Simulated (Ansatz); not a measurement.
Total energies of `N/C=C(\O)F`.

```xyz
9

N    -0.512    1.389   -0.292
C     0.445    0.382   -0.460
C     0.360   -0.824    0.079
O    -0.553   -1.197    0.995
F     1.232   -1.798   -0.230
H    -1.164    1.175    0.450
H    -0.099    2.297   -0.133
H     1.271    0.592   -1.126
H    -0.979   -2.015    0.716
```

Total charge 0; spin multiplicity 1. The geometry is a stationary point of PBE0-D4/def2-TZVP. It is one conformer, not always the lowest. Basis def2-TZVPP, the Gaussian-basis code of Ansatz.

RPA on PBE orbitals: Hartree–Fock energy of these orbitals -306.85509 Eh, correlation -1.56713 Eh (frozen core).

```csv
functional,kind,energy without D4 (Eh),D4 term (kJ/mol)
PBE0,"global hybrid, 25 % exact exchange",-308.21090,-10.9
ωB97M-V,range-separated hybrid meta-GGA with VV10,-308.44221,–
```

Task: Give the same for LDA (SPW92), PBE, revPBE, BLYP, r2SCAN, B97M-V, B3LYP, r2SCANh, r2SCAN0, HSE06 (plane-wave form), BHLYP, CAM-B3LYP, LC-ωPBE, ωB97X-V, B2PLYP, PBE-QIDH. (Best estimate.)

Result: The calculation gave: 
```json
{"functional": "LDA (SPW92)", "kind": "LDA", "energy without D4 (Eh)": "-306.21605", "D4 term (kJ/mol)": "–"}
{"functional": "PBE", "kind": "GGA", "energy without D4 (Eh)": "-308.20683", "D4 term (kJ/mol)": "-13.2"}
{"functional": "revPBE", "kind": "GGA", "energy without D4 (Eh)": "-308.44567", "D4 term (kJ/mol)": "-48.3"}
{"functional": "BLYP", "kind": "GGA", "energy without D4 (Eh)": "-308.47508", "D4 term (kJ/mol)": "-30.2"}
{"functional": "r2SCAN", "kind": "meta-GGA", "energy without D4 (Eh)": "-308.38636", "D4 term (kJ/mol)": "-3.3"}
{"functional": "B97M-V", "kind": "meta-GGA with VV10", "energy without D4 (Eh)": "-308.47072", "D4 term (kJ/mol)": "–"}
{"functional": "B3LYP", "kind": "global hybrid, 20 %", "energy without D4 (Eh)": "-308.54386", "D4 term (kJ/mol)": "-21.1"}
{"functional": "r2SCANh", "kind": "meta-GGA hybrid, 10 %", "energy without D4 (Eh)": "-308.36849", "D4 term (kJ/mol)": "-3.4"}
{"functional": "r2SCAN0", "kind": "meta-GGA hybrid, 25 %", "energy without D4 (Eh)": "-308.34296", "D4 term (kJ/mol)": "-3.7"}
{"functional": "HSE06 (plane-wave form)", "kind": "screened hybrid", "energy without D4 (Eh)": "-308.19667", "D4 term (kJ/mol)": "-10.0"}
{"functional": "BHLYP", "kind": "global hybrid, 50 %", "energy without D4 (Eh)": "-308.38294", "D4 term (kJ/mol)": "-14.1"}
{"functional": "CAM-B3LYP", "kind": "range-separated hybrid", "energy without D4 (Eh)": "-308.43022", "D4 term (kJ/mol)": "-10.8"}
{"functional": "LC-ωPBE", "kind": "long-range corrected hybrid", "energy without D4 (Eh)": "-308.35614", "D4 term (kJ/mol)": "–"}
{"functional": "ωB97X-V", "kind": "range-separated hybrid GGA with VV10", "energy without D4 (Eh)": "-308.43845", "D4 term (kJ/mol)": "–"}
{"functional": "B2PLYP", "kind": "double hybrid", "energy without D4 (Eh)": "-308.32640", "D4 term (kJ/mol)": "–"}
{"functional": "PBE-QIDH", "kind": "double hybrid", "energy without D4 (Eh)": "-308.16379", "D4 term (kJ/mol)": "–"}
```

B3LYP takes the VWN-RPA correlation (the form of Gaussian; ORCA's B3LYP/G). HSE06 is the plane-wave form, built on full-range PBE exchange. The double hybrids freeze the cores in their second-order part.

LC-ωPBE has ω = 0.4 bohr⁻¹.
